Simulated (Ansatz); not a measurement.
`[CH3][Mg][OH]` + NH₃ → `[NH2][Mg][OH]` + CH₄ at 600 K and 1 bar (ligand exchange at a Mg–C bond).

Isolated molecules relaxed with PBE0-D4/def2-TZVP in Ansatz; ΔE leaves out vibrations. CCSD(T)/CBS adds triple-zeta CCSD(T) − MP2 to the extrapolated MP2 energy (def2 sets, frozen cores). This one scheme is used for every species. For Mg outer-core shells are correlated without core-valence functions, which leaves a few kJ/mol of doubt a bond. Each species was taken in one conformer, which may not be the lowest.

```tsv
species	CCSD(T)/CBS energy (Eh)	H − E (kJ/mol)	S (J/(mol·K))
`[CH3][Mg][OH]`	-315.57215	169.7	373.4
NH₃	-56.50880	112.4	219.5
`[NH2][Mg][OH]`	-331.64469	140.9	370.5
CH₄	-40.46206	140.4	215.7
```

H − E and S are ideal-gas, rigid-rotor, harmonic terms from PBE0-D4/def2-TZVP, for one conformer and one mirror image of each species. 1 Eh = 2625.50 kJ/mol, R = 8.31446 J/(mol·K).

Question: By hand: ΔE, ΔH, ΔS and ΔG.

Answer: ΔE = (-331.64469) + (-40.46206) − (-315.57215) − (-56.50880) = -0.02580 Eh = -67.7 kJ/mol. Δ(H − E) = 140.9 + 140.4 − 169.7 − 112.4 = -0.8, so ΔH = -68.5 kJ/mol. ΔS = 370.5 + 215.7 − 373.4 − 219.5 = -6.7 J/(mol·K). ΔG = -68.5 − 600 × (-6.7)/1000 = -64.5 kJ/mol.

Question: By hand: the equilibrium constant, and the temperature at which ΔG would vanish if ΔH and ΔS stayed fixed.

Answer: log₁₀ K = −ΔG/(RT ln 10) = 5.6. ΔG = 0 at ΔH/ΔS = 10224 K, far beyond where these terms or the molecules hold.

The number of gas molecules stays the same, so ΔS is small and ΔH decides. A doubt of 5 kJ/mol in ΔE shifts log₁₀ K by 0.4 here. Other conformers and mirror images would add mixing entropy, several J/(mol·K) or more a flexible species. These are equilibria of isolated gas molecules and say nothing of rates. Largest T1 diagnostic: 0.010 (customary marks: 0.02 for closed shells, 0.045 for open ones).
